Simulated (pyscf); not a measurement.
Single points on ωB97X-D3(BJ)/def2-SVP structures (PySCF, gas phase). Correlated levels are frozen-core, on RHF or UHF. ΔMP2 is the change of the MP2 total energy from the triple- to the quadruple-zeta basis.

**Question.** PBE/def2-TZVP puts the barrier of H₂N–SiH: (SMILES N[SiH]) [singlet] + HCl (SMILES Cl) → :HSi–Cl (SMILES [SiH]Cl) [singlet] + NH₃ (SMILES N) (four-centre exchange; singlet surface; N–Si, Cl–H broken, Cl–Si, H–N formed) at -1.0 kcal/mol and the reaction energy at -2.6 kcal/mol, from the separated reactants. What do r²SCAN/def2-TZVP, B3LYP-D3(BJ)/def2-TZVP, CCSD(T)/def2-TZVPP + ΔMP2(QZVPP) give on the same structures?

**Answer.** r²SCAN: ΔE‡ = 0.0 kcal/mol, ΔE = -2.0 kcal/mol; B3LYP-D3(BJ): ΔE‡ = 1.6 kcal/mol, ΔE = -2.4 kcal/mol; CCSD(T): ΔE‡ = 5.1 kcal/mol, ΔE = -1.9 kcal/mol. PBE's barrier lies under all of them, by 1.0 to 6.1 kcal/mol. Its reaction energy lies under all of them, by 0.3 to 0.7 kcal/mol. On the product side the descent ends in an adduct with a N–Si contact, 29.6 kcal/mol under the separated species and 34.0 kcal/mol under the saddle at ωB97X-D3(BJ)/def2-TZVP. At PBE the saddle lies under the separated reactants, which points to a path from their complex (located at ωB97X-D3(BJ) alone). What is counted as broken (N–Si) persists as a longer contact in the product adduct; parting that adduct is a step of its own. At ωB97X-D3(BJ) the barrier from the zero used here is 1.2 kcal/mol. This is the saddle that the search found; another between the same sides may lie lower. The CCSD(T) − MP2 part came from Ansatz, without density fitting, on the same reference.
